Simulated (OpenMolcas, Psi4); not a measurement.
# A ladder of methods for AlSiNH8 (SMILES [AlH3-][NH2+][SiH3])

AlSiNH8: 11 atoms, total charge 0, spin state singlet. As SMILES, `[AlH3-][NH2+][SiH3]`. The coordinates come from a PBE0-D4/def2-TZVP relaxation.

Quantity: the HOMO–LUMO gap, in eV. The values are calculated.

| level | kind | program | value (eV) | CPU time |
| --- | --- | --- | --- | --- |
| HF/def2-SVP | Hartree–Fock | OpenMolcas | 13.40 | 7.7 s |
| SVWN5/def2-SVP | LDA | OpenMolcas | 4.75 | 28 s |
| BLYP/def2-SVP | GGA | OpenMolcas | 4.96 | 41 s |
| PBE/def2-SVP | GGA | OpenMolcas | 4.96 | 40 s |
| revPBE/def2-SVP | GGA | OpenMolcas | 5.05 | 41 s |
| M06-L/def2-SVP | meta-GGA | OpenMolcas | 5.94 | 48 s |
| r2SCAN/def2-SVP | meta-GGA | OpenMolcas | 5.66 | 49 s |
| TPSSh-D3(BJ)/def2-SVP (density fitting) | hybrid meta-GGA | Psi4 | 6.28 | 27 s |

The values span 4.75 to 13.40 eV. Orbital gaps aren't excitation energies; they tend to grow with the share of exact exchange. CPU times are rough (shared hosts, several kinds of processor): they show what a rung costs within a factor of a few.
